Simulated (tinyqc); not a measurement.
UKS/LDA (VWN5) in the sto-6g basis, for CH, spin multiplicity 4, step by step. One step of it, computed by the program tinyqc.

Task: Iteration 1: building the Kohn-Sham matrix. J_ij = sum D_kl (ij|kl) with D = D(alpha) + D(beta); F = H + J + V_xc; E = tr D H + tr D J / 2 + E_xc + E_nn.

D(alpha) at the start:
```
            1C 1s      1C 2s    1C 2px    1C 2py     1C 2pz      2H 1s
1C 1s    1.065983  -0.277045  0.000000  0.000000  -0.019104   0.036129
1C 2s   -0.277045   1.158861  0.000000  0.000000   0.102729  -0.140989
1C 2px   0.000000   0.000000  1.000000  0.000000   0.000000   0.000000
1C 2py   0.000000   0.000000  0.000000  1.000000   0.000000   0.000000
1C 2pz  -0.019104   0.102729  0.000000  0.000000   1.108848  -0.164553
2H 1s    0.036129  -0.140989  0.000000  0.000000  -0.164553   0.038187
```

D(beta) at the start:
```
            1C 1s      1C 2s    1C 2px    1C 2py     1C 2pz      2H 1s
1C 1s    1.054678  -0.227917  0.000000  0.000000  -0.115453   0.044079
1C 2s   -0.227917   0.945371  0.000000  0.000000   0.521426  -0.175536
1C 2px   0.000000   0.000000  0.000000  0.000000   0.000000   0.000000
1C 2py   0.000000   0.000000  0.000000  0.000000   0.000000   0.000000
1C 2pz  -0.115453   0.521426  0.000000  0.000000   0.287702  -0.096800
2H 1s    0.044079  -0.175536  0.000000  0.000000  -0.096800   0.032597
```

core Hamiltonian H = T + V (hartree):
```
             1C 1s      1C 2s     1C 2px     1C 2py     1C 2pz      2H 1s
1C 1s   -18.352741  -4.211768   0.000000   0.000000  -0.012962  -0.730839
1C 2s    -4.211768  -5.076324   0.000000   0.000000  -0.134691  -1.708045
1C 2px    0.000000   0.000000  -4.058817   0.000000   0.000000   0.000000
1C 2py    0.000000   0.000000   0.000000  -4.058817   0.000000   0.000000
1C 2pz   -0.012962  -0.134691   0.000000   0.000000  -4.150156  -1.523446
2H 1s    -0.730839  -1.708045   0.000000   0.000000  -1.523446  -2.926924
```

Two-electron integrals (ij|kl) in chemists' order, unique and non-zero (hartree):
```
(11|11) 3.543743   (21|11) 0.529462   (21|21) 0.100317   (22|11) 0.853596
(22|21) 0.199930   (22|22) 0.624844   (31|31) 0.021271   (32|31) 0.031868
(32|32) 0.138108   (33|11) 0.853598   (33|21) 0.199930   (33|22) 0.624843
(33|33) 0.673218   (41|41) 0.021271   (42|41) 0.031868   (42|42) 0.138108
(43|43) 0.036281   (44|11) 0.853598   (44|21) 0.199930   (44|22) 0.624843
(44|33) 0.600655   (44|44) 0.673218   (51|51) 0.021271   (52|51) 0.031868
(52|52) 0.138108   (53|53) 0.036281   (54|54) 0.036281   (55|11) 0.853598
(55|21) 0.199930   (55|22) 0.624843   (55|33) 0.600655   (55|44) 0.600655
(55|55) 0.673218   (61|11) 0.095731   (61|21) 0.017473   (61|22) 0.034296
(61|33) 0.034167   (61|44) 0.034167   (61|51) 0.001147   (61|52) 0.002231
(61|55) 0.034553   (61|61) 0.003129   (62|11) 0.245004   (62|21) 0.058322
(62|22) 0.202709   (62|33) 0.197762   (62|44) 0.197762   (62|51) 0.005934
(62|52) 0.040729   (62|55) 0.212604   (62|61) 0.010505   (62|62) 0.089648
(63|31) 0.006028   (63|32) 0.031457   (63|53) 0.007806   (63|63) 0.010446
(64|41) 0.006028   (64|42) 0.031457   (64|54) 0.007806   (64|64) 0.010446
(65|11) 0.217900   (65|21) 0.052564   (65|22) 0.193289   (65|33) 0.183775
(65|44) 0.183775   (65|51) 0.010569   (65|52) 0.066824   (65|55) 0.212316
(65|61) 0.009893   (65|62) 0.101292   (65|65) 0.122738   (66|11) 0.409006
(66|21) 0.099232   (66|22) 0.392533   (66|33) 0.372469   (66|44) 0.372469
(66|51) 0.011940   (66|52) 0.111500   (66|55) 0.432660   (66|61) 0.018129
(66|62) 0.226623   (66|65) 0.281932   (66|66) 0.774999
```

nuclear repulsion = 2.48051818 hartree

V_xc(alpha) (hartree):
```
            1C 1s      1C 2s     1C 2px     1C 2py     1C 2pz      2H 1s
1C 1s   -2.203599  -0.306066   0.000000   0.000000  -0.001623  -0.056912
1C 2s   -0.306066  -0.630988   0.000000   0.000000  -0.006968  -0.177344
1C 2px   0.000000   0.000000  -0.630666   0.000000   0.000000   0.000000
1C 2py   0.000000   0.000000   0.000000  -0.630666   0.000000   0.000000
1C 2pz  -0.001623  -0.006968   0.000000   0.000000  -0.627759  -0.155077
2H 1s   -0.056912  -0.177344   0.000000   0.000000  -0.155077  -0.213977
```

V_xc(beta) (hartree):
```
            1C 1s      1C 2s     1C 2px     1C 2py     1C 2pz      2H 1s
1C 1s   -2.158679  -0.273461   0.000000   0.000000  -0.011774  -0.052523
1C 2s   -0.273461  -0.463996   0.000000   0.000000  -0.078422  -0.148227
1C 2px   0.000000   0.000000  -0.464865   0.000000   0.000000   0.000000
1C 2py   0.000000   0.000000   0.000000  -0.464865   0.000000   0.000000
1C 2pz  -0.011774  -0.078422   0.000000   0.000000  -0.459726  -0.142610
2H 1s   -0.052523  -0.148227   0.000000   0.000000  -0.142610  -0.191922
```

E_xc = sum of w rho eps_xc = -5.70063063 hartree

Give: Coulomb J; F(alpha); F(beta); total energy of this density.

Result:

Coulomb J (hartree):
```
          1C 1s   1C 2s  1C 2px  1C 2py  1C 2pz   2H 1s
1C 1s   11.4511  2.0667  0.0000  0.0000  0.0258  0.3666
1C 2s    2.0667  4.8493  0.0000  0.0000  0.1114  1.5369
1C 2px   0.0000  0.0000  4.8464  0.0000  0.0000  0.0000
1C 2py   0.0000  0.0000  0.0000  4.8464  0.0000  0.0000
1C 2pz   0.0258  0.1114  0.0000  0.0000  4.8552  1.4536
2H 1s    0.3666  1.5369  0.0000  0.0000  1.4536  2.8452
```

F(alpha) (hartree):
```
          1C 1s    1C 2s  1C 2px  1C 2py   1C 2pz    2H 1s
1C 1s   -9.1052  -2.4511  0.0000  0.0000   0.0112  -0.4212
1C 2s   -2.4511  -0.8580  0.0000  0.0000  -0.0303  -0.3485
1C 2px   0.0000   0.0000  0.1569  0.0000   0.0000   0.0000
1C 2py   0.0000   0.0000  0.0000  0.1569   0.0000   0.0000
1C 2pz   0.0112  -0.0303  0.0000  0.0000   0.0773  -0.2249
2H 1s   -0.4212  -0.3485  0.0000  0.0000  -0.2249  -0.2957
```

F(beta) (hartree):
```
          1C 1s    1C 2s  1C 2px  1C 2py   1C 2pz    2H 1s
1C 1s   -9.0603  -2.4185  0.0000  0.0000   0.0011  -0.4168
1C 2s   -2.4185  -0.6910  0.0000  0.0000  -0.1018  -0.3193
1C 2px   0.0000   0.0000  0.3227  0.0000   0.0000   0.0000
1C 2py   0.0000   0.0000  0.0000  0.3227   0.0000   0.0000
1C 2pz   0.0011  -0.1018  0.0000  0.0000   0.2453  -0.2124
2H 1s   -0.4168  -0.3193  0.0000  0.0000  -0.2124  -0.2736
```

total energy of this density = -37.326432 hartree

This density is the starting one.
